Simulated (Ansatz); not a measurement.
Basis sets over 5 cases of the dipole moment at PBE0 with Ansatz (elements up to F), each against its own reference: (a) the value in aug-cc-pV5Z; (b) the value in aug-cc-pVQZ; (c) the value in aug-pcseg-3. By their distance from other large sets or by the extrapolation step the references are unsure by up to roughly 0.001 D. B3LYP-D3(BJ)/def2-TZVP geometries; no added dispersion term; no relativity. 

Cases are drawn at random; left out are references unsure by over 0.033 D, dipoles under 0.05 D, doubtful singlets, and cases whose largest runs show a restricted determinant unstable towards unrestricted orbitals, <S^2> over 0.1 too high or, where CCSD(T) ran, T1 over 0.025 (0.045 for open shells). Sets are drawn from those converged to one state in every case.

Cases (SMILES) and reference values:
- [NH+]#[C-] (C-NH): 3.077 D (c)
- O=C (CH2-O): 2.375 D (b)
- B(=O)F: 2.159 D (c)
- F (HF): 1.814 D (a)
- N (NH3): 1.496 D (c)

| basis | functions over def2-SVP (largest species, mean of cases) | mean signed deviation (D) | mean absolute | largest | within 0.1 D |
|---|---|---|---|---|---|
| STO-3G | 0.3 | -0.477 | 0.598 | 1.057 | 0 of 5 |
| pcseg-1 | 1.0 | 0.033 | 0.129 | 0.257 | 2 of 5 |
| aug-pcseg-1 | 1.7 | -0.006 | 0.011 | 0.019 | 5 of 5 |
| def2-TZVP | 2.0 | 0.053 | 0.082 | 0.184 | 3 of 5 |
| cc-pVTZ | 2.3 | -0.013 | 0.047 | 0.088 | 5 of 5 |
| jun-cc-pV(T+d)Z | 2.8 | 0.011 | 0.011 | 0.023 | 5 of 5 |
| def2-QZVP | 4.5 | 0.009 | 0.017 | 0.034 | 5 of 5 |
| def2-QZVPP | 4.5 | 0.009 | 0.017 | 0.034 | 5 of 5 |
| pcseg-3 | 4.8 | 0.005 | 0.007 | 0.017 | 5 of 5 |
| def2-QZVPPD | 5.1 | 0.000 | 0.000 | 0.001 | 5 of 5 |

Among the sets for which every case ran a larger relative (same family, alike in diffuse functions, listed or not), the smallest listed that holds all cases within 0.1 D together with them is aug-pcseg-1, at 1.7 times the functions of def2-SVP. Inside, though some case ran no larger relative to test it: def2-QZVP, def2-QZVPP, pcseg-3, def2-QZVPPD. Largest deviations of relatives not listed, over the cases that ran them: aug-cc-pVTZ 0.003, aug-pcseg-2 0.007, pcseg-4 0.002, cc-pVQZ 0.036, aug-cc-pV5Z 0.000, aug-cc-pVQZ 0.002, aug-pcseg-3 0.001, cc-pV5Z 0.018 D. These figures hold for the cases listed.

Ansatz is a quantum-chemistry and plane-wave program.
